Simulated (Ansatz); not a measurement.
**AlH4 (doublet): from Hartree-Fock to the top rungs at distance Al1–H4 along a hydrogen transfer = 1.674 Å, cc-pVDZ**

Aim: climb from Hartree-Fock through coupled cluster and multireference methods for AlH4 (doublet) at one geometry and basis, and see what each rung misses.

The runs use Ansatz 0.2.0, Gaussian basis; cc-pVDZ, core rule «outside noble gas», up to 5 orbitals frozen.

To be run: UHF; CCSD(T) on ROHF; CCSD(T) on UHF; BCCD(T) on ROHF; CISD; CCSDT(Q) on ROHF; CCSDT(Q) on UHF; CCSDTQ on ROHF; CCSDTQ on UHF; CASSCF and MRCISD+Q, 3 electrons in 3 orbitals; CASSCF and NEVPT2, 3 electrons in 3 orbitals; Full CI.

8 further runs of the same task are left out: 8 for a known fault of the program.

**1. The geometry**

The geometry derives from fragments relaxed apart (PBE0/def2-TZVP) and kept rigid, so it is no stationary point. A hydrogen atom is moved between rigid fragments.

5 atoms, charge 0, spin multiplicity 2.

Atoms are counted from 1 here; the program's logs count them from 0.

Bond lengths: Al1–H2 1.586 Å, Al1–H3 1.586 Å, Al1–H4 1.674 Å. Angles: H2–Al1–H3 120.0°, H2–Al1–H4 120.0°, H3–Al1–H4 120.0°.

**2. UHF**

Input file in.yaml:

```yaml
crystal:
  periodic: [false, false, false]
  atoms:
    - {symbol: Al, position_ang: [-0.088601, 0.000000, 0.000000]}
    - {symbol: H, position_ang: [-0.881524, 1.373384, 0.000000]}
    - {symbol: H, position_ang: [-0.881524, -1.373384, 0.000000]}
    - {symbol: H, position_ang: [1.585399, 0.000000, 0.000000]}
    - {symbol: H, position_ang: [2.549399, 0.000000, 0.000000]}
basis:
  gaussian: {orbitals: cc-pVDZ}
magnetization: {spin_polarized: true, initial_magnetization: 1}
hamiltonian: {xc: hf}
output: {orbitals: {seedname: orbitals}}
```

Launch:

```bash
> ansatz run in.yaml --threads 1 --pin off --events-out ev --progress --plain --max-ram 2816MiB --backend cpu
```

The runs that follow: CCSD(T) on ROHF; CCSD(T) on UHF; BCCD(T) on ROHF; CISD; CCSDT(Q) on ROHF; CCSDT(Q) on UHF; CCSDTQ on ROHF; CCSDTQ on UHF; CASSCF and MRCISD+Q, 3 electrons in 3 orbitals; CASSCF and NEVPT2, 3 electrons in 3 orbitals; Full CI.

**Question.** What will the summary of the whole plan be? Wanted: FCI below the RHF energy; RMP2 from FCI; UMP2 from FCI; RCCSD from FCI; RCCSD(T) from FCI; UCCSD(T) from FCI; RCCSDT(Q) from FCI; UCCSDT(Q) from FCI; NEVPT2 pair from FCI.

**Answer**, as computed:

| quantity | value |
| --- | --- |
| FCI below the RHF energy | -3.3786 eV |
| RMP2 from FCI | +830.8 meV |
| UMP2 from FCI | +841.0 meV |
| RCCSD from FCI | +65.7 meV |
| RCCSD(T) from FCI | +18.0 meV |
| UCCSD(T) from FCI | +18.3 meV |
| RCCSDT(Q) from FCI | +0.5 meV |
| UCCSDT(Q) from FCI | +0.3 meV |
| NEVPT2 pair from FCI | +787.5 meV |
| MRCISD+Q pair from FCI | -11.1 meV |
| levels within 1 kcal/mol (43 meV) | RCCSD(T), UCCSD(T), BCCD(T), RCCSDT, UCCSDT, RCCSDT(Q), UCCSDT(Q), RCCSDTQ, UCCSDTQ, MRCISD+Q pair |
| T1 diagnostic | 0.024 |
| effectively unpaired electrons | 1.04 |

RCCSD(T) lands +18.0 meV from the yardstick (0.5 % of the correlation energy). MRCISD+Q pair falls below full CI: the +Q correction isn't variational, and the cores differ from full CI's. One determinant dominates. Of the multireference levels listed MRCISD+Q pair comes nearest in total energy (-11.1 meV), which doesn't show that its space is the better one. These misses are within one basis, not against nature; the frozen cores of restricted and unrestricted runs differ, which can shift their rows.
